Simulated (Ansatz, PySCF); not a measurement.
Species: C3H5, net charge 0, doublet state. It need not be the lowest isomer of its formula. 
Coordinates optimised at B3LYP-D3(BJ)/def2-TZVP (Ansatz, a first-principles code):
```
C
C 1 1.3797
C 1 1.3797 2 124.97
H 2 1.0806 1 121.50 3 180.00
H 3 1.0806 1 121.50 2 -180.00
H 3 1.0830 5 117.52 1 -180.00
H 2 1.0830 4 117.52 1 180.00
H 1 1.0865 2 117.52 4 0.00
```
Charge 0, spin multiplicity 2.
Markedly spin-contaminated UHF reference, which strains HF, MP2 and, less, CCSD(T): [CH2]C=C.

Property: enthalpy of formation at 298 K (from the atomisation energy, B3LYP-D3(BJ)/def2-TZVP harmonic zero-point and thermal terms from PySCF, and the atoms' enthalpies of formation in the G2/97 table; no spin-orbit terms, and no core term in the frozen-core levels), in eV. Correlated levels leave the core frozen unless marked. UHF or UKS for open shells. No spin-orbit coupling. Non-relativistic. The coupled-cluster limit lacks core correlation, which all-electron functionals hold. Basis-set limits of correlation are two-point, X^-3; Hartree-Fock from the larger set. The bracket is a focal-point correction in the basis named.

```csv
level,program,enthalpy of formation at 298 K (eV)
revPBE-D3(BJ)/def2-TZVPD,Ansatz + dftd3,1.70
B3LYP/def2-TZVPD,Ansatz,1.74
PBE0-D3(BJ)/def2-TZVPD,Ansatz + dftd3,1.39
PBE0/def2-TZVPD,Ansatz,1.48
```

Estimate the value at RI-MP2/CBS(cc-pVTZ,cc-pVQZ)+[CCSD(T)-MP2]/cc-pVTZ as computed with Ansatz.

1.85 eV, so PBE0/def2-TZVPD differs from it by -0.37 eV.
